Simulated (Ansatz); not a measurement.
# AlH3OS (SMILES [OH][AlH][SH]): functionals against CCSD(T) at one geometry

The task here is to estimate one member of a computed series from the others.

Method: single points in def2-TZVPP; program: Ansatz 0.2.0, Gaussian basis.

Correlated methods freeze the cores. B3LYP uses VWN-RPA correlation.

## The system as given

SMILES `[OH][AlH][SH]`, 6 atoms, charge 0, spin multiplicity 1.

Atoms are counted from 1 here; the program's logs count them from 0.

Bond lengths: O1–Al2 1.645 Å, O1–H4 0.969 Å, Al2–S3 2.189 Å, Al2–H5 1.545 Å, S3–H6 1.273 Å. Angles: Al2–O1–H4 170.9°, O1–Al2–S3 122.8°, O1–Al2–H5 114.1°, S3–Al2–H5 122.8°, Al2–S3–H6 88.4°.

As a file:

```xyz
6
AlH3OS
O    -1.3163   -0.1660   -1.0059
Al    0.1390    0.0724   -0.2760
S     0.4190   -0.0785    1.8902
H    -2.1988   -0.4080   -1.3238
H     1.2522    0.5573   -1.2308
H     1.6669    0.0902    1.7052
```

The first run:

run/in.yaml reads:

```yaml
crystal:
  periodic: [false, false, false]
  atoms:
    - {symbol: O, position_ang: [-1.316300, -0.166000, -1.005900]}
    - {symbol: Al, position_ang: [0.139000, 0.072400, -0.276000]}
    - {symbol: S, position_ang: [0.419000, -0.078500, 1.890200]}
    - {symbol: H, position_ang: [-2.198800, -0.408000, -1.323800]}
    - {symbol: H, position_ang: [1.252200, 0.557300, -1.230800]}
    - {symbol: H, position_ang: [1.666900, 0.090200, 1.705200]}
basis:
  gaussian: {orbitals: def2-TZVPP}
correlation: {method: ccsd_t}
output: {forces: true}
```

No record of the launch command was kept for these runs.

Steps of the session up to this table: CCSD(T)/def2-TZVPP; PBE0-D4/def2-TZVPP; wB97M-V/def2-TZVPP; r2SCAN-D4/def2-TZVPP; PBE-D4/def2-TZVPP; wB97X-V/def2-TZVPP; B3LYP-D4/def2-TZVPP.

One table of the session follows, with a row left open; its other results are not shown here.

| method | RMS force component (eV/Å) | angle to CCSD(T) forces (°) | dipole (D) |
| --- | --- | --- | --- |
| CCSD(T) | 0.899 | reference | 1.15 |
| PBE0-D4 | 0.921 | 3.9 | 1.12 |
| wB97M-V | 0.889 | 3.1 | 1.16 |
| r2SCAN-D4 | 0.902 | 4.0 | 1.14 |
| PBE-D4 | 0.944 | 11.7 | 1.09 |
| wB97X-V | 0.904 | 3.6 | 1.19 |
| B3LYP-D4 | ? | ? | ? |

Q: Estimate the row for B3LYP-D4 from the others.

**Answer.** RMS force component (eV/Å): 0.889; angle to CCSD(T) forces (°): 2.9; dipole (D): 1.11.
